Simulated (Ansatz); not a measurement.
Relaxation of BH6P (8 atoms, charge 0, multiplicity 1), to a largest force component of 0.015 eV/Å in at most 40 steps.

Computed with RKS B3LYP-D4/def2-SVP in Ansatz.

```xyz
8
Properties=species:S:1:pos:R:3:forces:R:3
B -0.467 0.166 -0.793 -2.14 1.76 -0.77
P 0.468 -0.214 0.753 0.42 1.07 -1.19
H -1.694 0.362 -0.534 0.84 -0.36 0.21
H -0.339 -0.668 -1.595 0.28 -1.31 -0.63
H -0.088 1.208 -1.302 0.41 0.13 0.33
H 0.351 0.856 1.681 0.36 -0.52 0.32
H 1.854 -0.386 0.421 -0.30 -0.07 0.79
H 0.008 -1.381 1.313 0.13 -0.71 0.94
```

Task: Where does it end, and by what steps?

Result: The run converged. After 5 steps the energy has fallen by 0.472 eV; B1 moved furthest, 0.18 Å.

```
step  energy less start (eV)  largest force component (eV/Å)  accepted
   0                  0.0000                           2.140       yes
   1                 -0.4229                           0.943       yes
   2                 -0.4613                           0.400       yes
   3                 -0.4668                           0.178       yes
   4                 -0.4720                           0.050       yes
   5                 -0.4722                           0.008       yes
```

```xyz
8
Properties=species:S:1:pos:R:3
B -0.567 0.232 -0.932
P 0.442 -0.186 0.679
H -1.712 0.348 -0.528
H -0.375 -0.735 -1.649
H -0.059 1.267 -1.326
H 0.426 0.758 1.736
H 1.840 -0.386 0.562
H 0.097 -1.355 1.402
```

Whether the end is a true minimum wasn't checked by a vibrational analysis.

Run time: 23 s on 1 thread of AMD EPYC (Zen 3) (shared host), peak memory 0.12 GiB.
